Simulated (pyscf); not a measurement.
Thermochemistry of product channels of H₂N–AlH₂ + CH₃• on the doublet surface, in eV, from ωB97M-D3(BJ)/def2-TZVP energies (ideal gas, 1 atm, RRHO with modes under 100 cm⁻¹ raised to 100, one conformer, R ln 2 for chiral ones without a mode under 150 cm⁻¹). PySCF, gas phase, ωB97X-D3(BJ)/def2-SVP geometries.

```csv
products,ΔE,ΔH(298 K),ΔG(600 K),ΔG(1200 K)
[HN–AlH₂]• + CH₄,…,+0.42,+0.44,+0.49
H₃C–AlH–NH₂ + H•,+0.09,+0.08,+0.25,+0.34
•H₂C–NH₂ + AlH₃,+1.39,+1.39,+1.37,+1.40
[H₃C–AlH–NH]• + H₂,+0.65,+0.57,+0.58,…
[H₃C–Al–NH₂]• + H₂,…,-0.55,-0.49,-0.47
[H₂N–AlH]• + CH₄,-0.92,-0.74,-0.70,-0.61
```

Problem. What belongs in the gaps?

Solution. 
- [HN–AlH₂]• + CH₄, ΔE: +0.38
- [H₃C–AlH–NH]• + H₂, ΔG(1200 K): +0.53
- [H₃C–Al–NH₂]• + H₂, ΔE: -0.63

These are energies of the channels, which say nothing of barriers.
